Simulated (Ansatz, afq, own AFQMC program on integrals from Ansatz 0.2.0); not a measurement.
**Where AFQMC and coupled cluster stand for SiH4Cl, doublet**

```xyz
6

Si   -1.7017    0.0000    0.0000
H    -2.1966    1.3997    0.0000
H    -2.1966   -0.6999    1.2122
H    -2.1966   -0.6999   -1.2122
H    -0.1017    0.0000    0.0000
Cl    1.5383    0.0000    0.0000
```

Connectivity, by distances: SiH3 ··· Cl, 1 bridging H.

Basis cc-pVTZ. Noble-gas cores (and the filled d shells of Ga–Kr and In–Xe) are frozen. AFQMC by an in-house program on the Cholesky factors that Ansatz 0.2.0 writes for its CCSD(T) run. ph-AFQMC/CISD is guided by a CISD state made of CCSD amplitudes; releasing the constraint for a short imaginary time cuts its bias at the price of noise, slowly where states lie close. Error bars are statistical, one sigma.

Determinant: UHF, the one that the program's search chose, which needn't be the lowest solution. The geometry is a point of a scan.

No full CI on the walks' own integrals is used here. The released AFQMC energy serves as the reference, which it does only where one determinant dominates, the energy is flat over the last release times and near the phaseless one (40 meV or 2 meV an electron, half that with transition metals). On small molecules, where full CI could be run and the noise was under 10 meV, such values lay within 10 meV of it in 19 cases of 20, a flattering rate, since the rule was set on those same cases; what remains of the bias isn't in the error bar.

Cautions: the released value is read at 1.50 1/Eh with a noise of 11 meV, more than in the cases checked (meV from the phaseless value at times in 1/Eh: -9 ± 6 at 0.24, -6 ± 7 at 0.51, -10 ± 9 at 0.99, -9 ± 11 at 1.50).

- T1 diagnostic: 0.0151
- weight of the determinant in the CISD state: 0.846
- ⟨S²⟩ of the determinant: 0.778
- size of the correlated space: 15 electrons in 114 orbitals

```tsv
level	correlation energy (eV)
MP2	-8.8136
CCSD	-10.1354
CCSD(T)	-10.4729
```

(1) Estimate where phaseless AFQMC with a CISD trial lies against CCSD(T) on the same integrals.

(1) 0.95 ± 0.14 kcal/mol below CCSD(T).

Reference: AFQMC with the constraint released, correlation energy -10.524 ± 0.011 eV.

```tsv
level	E − E(reference) (kcal/mol)	share of correlation (%)
CCSD(T)	1.17 ± 0.25	99.52
ph-AFQMC/CISD	0.22 ± 0.29	99.91
```

A walk keeps the symmetry of its determinant, which the program's search chose and which needn't be the lowest solution, so a lower state of the same spin and another symmetry isn't excluded. Released energies are given only where the last usable release times agree within the noise; a slower fall can still hide under it.
